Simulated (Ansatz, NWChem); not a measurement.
# C3H8 (propane): from total energies to a heat of formation

C3H8: 11 atoms, total charge 0, spin state singlet. As SMILES, `CCC`. The coordinates come from a PBE0-D4/def2-TZVP relaxation.

Total energies at HF/3-21G (NWChem 7.3.0); the atoms run unrestricted:

| species | state | energy (Eh) |
| --- | --- | --- |
| C3H8 | singlet | -117.612417 |
| C | triplet | -37.481070 |
| H | doublet | -0.496199 |

Harmonic wavenumbers at PBE0-D4/def2-TZVP, in cm⁻¹: 223, 272, 365, 748, 893, 907, 929, 1083, 1179, 1210, 1315, 1363, 1399, 1413, 1481, 1483, 1488, 1499, 1504, 3039, 3039, 3042, 3066, 3106, 3116, 3118, 3120.

Measured heats of formation of the gaseous atoms at 298.15 K, in kJ/mol: C 716.9, H 218.0. Take 1 Eh = 2625.50 kJ/mol, 1 cm⁻¹ = 0.0119627 kJ/mol, RT = 2.479 kJ/mol.

Task: Work out the heat of formation of the gas at 298 K.

Result: 
1. Electronic atomisation energy: 3 × (-37.481070) + 8 × (-0.496199) − (-117.612417) = 1.199615 Eh = 3149.6 kJ/mol.
2. Zero-point energy: half the sum of the wavenumbers, 22700 cm⁻¹ = 271.6 kJ/mol.
3. Thermal vibrational enthalpy, Σ hcν̃/(exp(hcν̃/kT) − 1): 4.5 kJ/mol. Translation, rotation and pV of a non-linear molecule: 4 RT = 9.9 kJ/mol.
4. The 11 free atoms carry 5/2 RT each: 68.2 kJ/mol.
5. Spin-orbit coupling lowers the free atoms by 3 × 0.02 = 0.1 kJ/mol.
6. Atomisation enthalpy at 298 K: 3149.6 − 0.1 − 271.6 − 4.5 − 9.9 + 68.2 = 2931.7 kJ/mol.
7. Sum of the atoms' heats of formation: 3894.7 kJ/mol. Heat of formation: 3894.7 − 2931.7 = +963.0 kJ/mol.

The tabulated value is -104.4 kJ/mol (Active Thermochemical Tables), so this level is off by +1067.4 kJ/mol, or 26.7 % of the atomisation enthalpy. Hartree–Fock leaves out correlation, which is larger in the molecule than in the atoms, so it underbinds and puts the heat of formation too high. A basis without polarisation functions underbinds badly. Anharmonicity and any spin-orbit splitting of the molecule are left out.
